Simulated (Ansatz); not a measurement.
Born–Oppenheimer molecular dynamics of BClH₄O (7 atoms, charge 0, multiplicity 1). It starts at the highest image of a converged band, a first-order saddle point between two minima.

Method: RKS r2SCAN/def2-SVP (Ansatz).

```json
{
  "ensemble": "NVE (velocity Verlet)",
  "time step": "0.5 fs",
  "steps asked": "200",
  "starting velocities drawn for": "300 K",
  "seed": "10558"
}
```

First frame:

```xyz
7
Properties=species:S:1:pos:R:3
B -0.060 0.238 0.123
O -0.051 -0.126 1.637
H -0.968 -0.309 1.899
H 0.967 -0.044 -0.432
Cl -1.619 -0.169 -0.687
H -0.035 1.581 0.334
H -0.062 1.090 1.248
```

How far do the bonds stretch over the last three quarters of this one trajectory? (Pairs bonded in most of those frames.)


```tsv
bond	mean (Å)	spread (Å)	shortest	longest
B1–O2	1.349	0.044	1.28	1.41
B1–H4	1.209	0.036	1.15	1.28
B1–Cl5	1.782	0.053	1.69	1.86
O2–H3	0.971	0.026	0.93	1.01
H6–H7	0.760	0.007	0.75	0.77
```

Mean temperature of the second half: 2622 K. The conserved energy stayed within 0.22 meV per atom of its start (net change -0.063 meV per atom), so the integration is sound. The kinetic energy rose, since the run started high on the potential surface and went downhill. It ends in pieces (BClH2O + H2), so much of that is their flight and rotation, not heat. A run of 0.1 ps of so small a system gives no equilibrium averages. The orbitals stay closed-shell, which can raise the energy where a bond breaks towards radicals; this wasn't checked here.

Run time: 8.1 min on 1 thread of Arm Neoverse V1, on a shared host, peak memory 0.11 GiB.
